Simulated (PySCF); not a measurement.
Sulfur dioxide, SO₂.
InChI=1S/O2S/c1-3-2

Method: TDDFT B3LYP/def2-SVPD, vertical, gas phase, core orbitals frozen in the response (PySCF 2.14.0, density-fitted response routines). Isolated species at its GFN2-xTB geometry, gas phase.

```tsv
state	E (eV)	λ (nm)	f	symmetry	main configurations (H = HOMO, L = LUMO)
S1	4.11	301.6	0.0045	B1 or B2	H→L (99%)
S2	4.35	284.9	0.0000	–	H-1→L (100%)
S3	6.34	195.4	0.061	B1 or B2	H-2→L (88%)
S4	8.29	149.6	0.0000	–	H-3→L (100%)
S5	8.31	149.1	0.0022	B1 or B2	H-4→L (99%)
S6	8.55	145.0	0.043	A1	H→L+1 (94%)
S7	8.90	139.3	0.0006	–	H-1→L+1 (52%), H→L+2 (46%)
S8	9.04	137.1	0.040	A1	H→L+3 (79%), H-1→L+2 (11%)
```

Triplets (Tamm–Dancoff): T1 3.11 eV, H→L (99%); T2 3.87 eV, H-1→L (99%); T3 3.88 eV, H-2→L (99%).

The lowest singlet lies at 4.11 eV (302 nm, ultraviolet) and is very weak; its leading configuration is HOMO→LUMO (99%). The most intense listed level is S3 at 6.34 eV (195 nm, f = 0.061), 2.23 eV above S1. Löwdin shares by element: HOMO oxygen 66%, sulfur 34%; LUMO oxygen 53%, sulfur 48%. The oscillator strengths of these states sum to 0.152; summed over the whole spectrum of an exact calculation they would give the number of electrons, 32 (Thomas–Reiche–Kuhn). The listed states span 4.93 eV, and the widest gap between neighbours is 1.99 eV (S2 to S3). Weighted by f, the mean energy of these states is 7.66 eV. Symmetry labels in C2v follow from the direction of the transition dipole and are given only for states with f of 0.002 or more; B1 and B2 swap with the choice of axes. Singlets were solved by full linear response, triplets in the Tamm–Dancoff approximation.

Time: 2.0 s. Hardware: Arm Neoverse V1, one thread (shared host).
